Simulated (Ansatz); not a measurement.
Input file:

```yaml
crystal:
  periodic: [false, false, false]
  atoms:
    - {symbol: N, position_ang: [0.000000, 0.000000, 2.166205]}
    - {symbol: C, position_ang: [0.000000, 0.000000, -2.080795]}
    - {symbol: H, position_ang: [0.000000, -0.937350, -2.653724]}
    - {symbol: H, position_ang: [0.000000, 0.937349, -2.653724]}
basis:
  gaussian: {orbitals: "6-31++G**"}
magnetization: {spin_polarized: true, initial_magnetization: 1}
correlation: {method: ccsd, electrons: outside_noble_gas, diis_vectors: 4}
output: {forces: true}
```

```sh
$ ansatz run in.yaml --threads 1 --pin off --events-out ev --progress --plain --max-ram 2393MiB
```

Q: Roughly how long does this take on 1 thread of Intel Xeon 6975P-C, shared host, and how much host memory?

A: 8.5 s wall and 0.19 GiB.

```
458 factors; integrals over basis functions are off by at most 7.1e-4 eV
mean field evaluation 1: about -2532.8423 eV, gradient 1.1e1 eV
mean field evaluation 2: about -2532.8421 eV, gradient 1.1e1 eV
mean field evaluation 4: about -2534.1186 eV, gradient 6.5e-1 eV
mean field evaluation 8: about -2534.1263 eV, gradient 1.0e-3 eV
mean field evaluation 16: about -2536.1447 eV, gradient 1.1e0 eV
mean field evaluation 32: about -2536.8612 eV, gradient 4.0e-4 eV
mean field evaluation 64: about -2539.0949 eV, gradient 3.4e-1 eV
mean field evaluation 96: about -2537.3519 eV, gradient 2.5e0 eV
mean field evaluation 128: about -2527.8605 eV, gradient 1.2e1 eV
mean field evaluation 160: about -2537.4350 eV, gradient 1.2e-3 eV
...
cycle   5  -5.52294143 eV  change   -2.0e-4 eV  update   2.1e-4
cycle   6  -5.52305702 eV  change   -1.2e-4 eV  update   6.8e-5
cycle   7  -5.52306617 eV  change   -9.1e-6 eV  update   2.1e-5
cycle   8  -5.52306465 eV  change    1.5e-6 eV  update   1.2e-5
cycle   9  -5.52306489 eV  change   -2.3e-7 eV  update   9.0e-6
cycle  10  -5.52306558 eV  change   -6.9e-7 eV  update   7.6e-6
cycle  11  -5.52306674 eV  change   -1.2e-6 eV  update   6.2e-6
cycle  12  -5.52306687 eV  change   -1.3e-7 eV  update   4.1e-6
cycle  13  -5.52306636 eV  change    5.2e-7 eV  update   2.8e-6
the calculation of the forces begins
mean field evaluation 608: about -2539.0967 eV, gradient 4.0e-2 eV
Total energy: -2544.62092754 eV, -93.5130942810 hartree
Atom 0 at     0.000000     0.000000     2.166205 Å, force    -0.000000    -0.000000    -0.009065 eV/Å
Atom 1 at     0.000000     0.000000    -2.080795 Å, force    -0.000000    -0.000000    -1.802206 eV/Å
Atom 2 at     0.000000    -0.937350    -2.653724 Å, force     0.000000     0.069859     0.905635 eV/Å
Atom 3 at     0.000000     0.937349    -2.653724 Å, force     0.000000    -0.069859     0.905635 eV/Å
Dipole moment:    -0.000000    -0.000000    -0.149507 e Å
```

Forces (eV/Å):
```
N    0.000  0.000 -0.009
C    0.000  0.000 -1.802
H    0.000  0.070  0.906
H    0.000 -0.070  0.906
```
